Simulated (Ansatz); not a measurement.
A run of Ansatz (development build ahead of 0.2.0) on doublet N₂O(+) at this shape:

| atom | x (Å) | y (Å) | z (Å) |
| --- | --- | --- | --- |
| N | -0.5304 | -0.0769 | -1.0395 |
| N | -0.0089 | -0.0520 | -0.0817 |
| O | 0.4669 | 0.0712 | 0.9749 |

Its results:

```
Converged                       : yes
Reference energy                : -183.11598 hartree
Correlation energy              : -0.43420 hartree
Total energy                    : -183.55018 hartree
Spin squared of the determinant : 0.885
Stability test                  : minimum
```

Forces (eV/Å):
| atom | Fx | Fy | Fz |
| --- | --- | --- | --- |
| N1 | -1.665 | -0.347 | -3.544 |
| N2 | 0.206 | 0.262 | 0.837 |
| O3 | 1.459 | 0.085 | 2.708 |

Problem. Which input gives this output? Name the method, the orbitals and the basis set, and write the input.

Solution. UHF-MP2 in def2-SVP.

```yaml
crystal:
  periodic: [false, false, false]
  atoms:
    - { symbol: "N", position_ang: [-0.53044, -0.07694, -1.03955] }
    - { symbol: "N", position_ang: [-0.00891, -0.05197, -0.08172] }
    - { symbol: O, position_ang: [0.46695, 0.07117, 0.97492] }
basis:
  gaussian: { orbitals: def2-SVP }
total_charge: 1
magnetization:
  spin_polarized: true
  initial_magnetization: 1
hamiltonian:
  xc: hf
correlation:
  method: mp2
  frozen_orbitals: { "N": 1, O: 1 }
output:
  forces: true
```

Caution: the unrestricted determinant is spin contaminated.
